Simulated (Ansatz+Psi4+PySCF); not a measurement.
Results of a calculation; reference values are marked as such.
## Ansatz (development build ahead of 0.2.0) run

```yaml
crystal:
  periodic: [false, false, false]
  atoms:
    - { symbol: "N", position_ang: [-0.3809, -0.1358, 0.5995] }
    - { symbol: "N", position_ang: [0.4286, -0.011, -0.5823] }
    - { symbol: H, position_ang: [-1.0378, 0.64, 0.6863] }
    - { symbol: H, position_ang: [0.2551, -0.0759, 1.3895] }
    - { symbol: H, position_ang: [0.5165, 0.9627, -0.8741] }
    - { symbol: H, position_ang: [-0.0682, -0.4989, -1.3222] }
basis:
  gaussian: { orbitals: cc-pVTZ }
total_charge: 1
magnetization:
  spin_polarized: true
  initial_magnetization: 1
hamiltonian:
  xc: hf
correlation:
  method: mp2
  frozen_orbitals: { H: 0, "N": 1 }
scf:
  omitted_lower_state_checks: [starts, atomic_configurations, cluster_reference, orbital_swaps, given_window_search, neighbouring_geometries, increment]
```

The input is written out in the form of the current development build from the run's settings.

The run gave:

```yaml
Converged: yes
Reference_energy: -110.89935 hartree
Correlation_energy: -0.38545 hartree
Total_energy: -111.28480 hartree
Spin_squared_of_the_determinant: 0.761
Stability_test: minimum
```

Caution: large amplitudes, a single reference is doubtful; MP2 on this radical cation hangs on the determinant chosen; the determinant may break the point group; another reference gives a lower total.
